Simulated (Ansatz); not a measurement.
C4H7FO, SMILES `C=COC(C)F`, 13 atoms. Total charge 0; spin multiplicity 1. All runs use 4 threads of an Arm Neoverse V1 on a shared host. Correlated methods freeze the cores.

How many basis functions does each run have, and how long does it take in Ansatz? RHF-CCSD(T)/def2-SVP energy; RKS ωB97M-V/def2-SVP energy; RKS PBE0-D4/def2-QZVPP energy; direct RPA on PBE orbitals/def2-TZVPP energy; RKS CAM-B3LYP-D4/def2-TZVPP energy; RKS PBE0-D4/def2-TZVP frequencies; RHF-CCSD(T)/def2-TZVPP energy; RKS r2SCAN0-D4/def2-TZVPP energy; RKS ωB97M-V/def2-QZVPP energy; RKS BLYP-D4/def2-TZVPP energy; RKS PBE0-D4/def2-SVP energy; RKS B3LYP-D4/def2-TZVPP energy and forces. (Best estimate.)

The calculation gave: Other jobs shared the machine, so times are rough.

| level | job | functions | wall time | peak host memory (GiB) |
| --- | --- | --- | --- | --- |
| RKS PBE0-D4/def2-SVP | energy | 119 | 1.2 s | 0.55 |
| RKS BLYP-D4/def2-TZVPP | energy | 284 | 2.5 s | 0.37 |
| RKS CAM-B3LYP-D4/def2-TZVPP | energy | 284 | 4.3 s | 0.8 |
| RKS ωB97M-V/def2-SVP | energy | 119 | 4.6 s | 0.55 |
| RKS B3LYP-D4/def2-TZVPP | energy and forces | 284 | 6 s | 0.84 |
| RKS r2SCAN0-D4/def2-TZVPP | energy | 284 | 6 s | 0.73 |
| direct RPA on PBE orbitals/def2-TZVPP | energy | 284 | 7.5 s | 0.79 |
| RKS PBE0-D4/def2-QZVPP | energy | 552 | 9.5 s | 2 |
| RHF-CCSD(T)/def2-SVP | energy | 119 | 14 s | 0.77 |
| RKS ωB97M-V/def2-QZVPP | energy | 552 | 22 s | 2.4 |
| RKS PBE0-D4/def2-TZVP | frequencies | 228 | 3.8 min | 0.71 |
| RHF-CCSD(T)/def2-TZVPP | energy | 284 | 7.3 min | 9 |

B3LYP here is the variant with VWN-RPA as its local correlation; programs differ in this.
